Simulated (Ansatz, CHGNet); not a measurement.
# Ladder of methods for the lattice parameter a of grey tin (α-Sn)

Reference value: 6.477 Å (measured, static lattice: zero-point anharmonic expansion removed; as tabulated in Mejia-Rodriguez and Trickey (2018), arXiv:1807.09216).

Task: Which of these levels comes closest to the reference?
(A) CHGNet-r²SCAN (CHGNet)
(B) r²SCAN+SOC (Ansatz, an electronic-structure program)
(C) PBE (Ansatz)
(D) LDA (Ansatz)

Result: D, LDA (Ansatz)

```csv
level (code),value (Å),error (%)
CHGNet-r²SCAN (CHGNet),6.590,+1.74
LDA (Ansatz),6.472,-0.08
PBE (Ansatz),6.655,+2.75
r²SCAN+SOC (Ansatz),6.564,+1.34
```

Of these levels LDA (-0.08 %) comes nearest. PBE (+2.75 %) lies farthest from it. Of these only LDA lands within 0.5 %.

Cutoffs differ between the levels. Ansatz's density-functional and Hartree–Fock values are scalar-relativistic unless marked +SOC, with PAW data made under PBE.

Machine-learned potentials (CHGNet-r²SCAN) are trained on DFT data, which may include these solids.

Differences are worked out from the printed values.
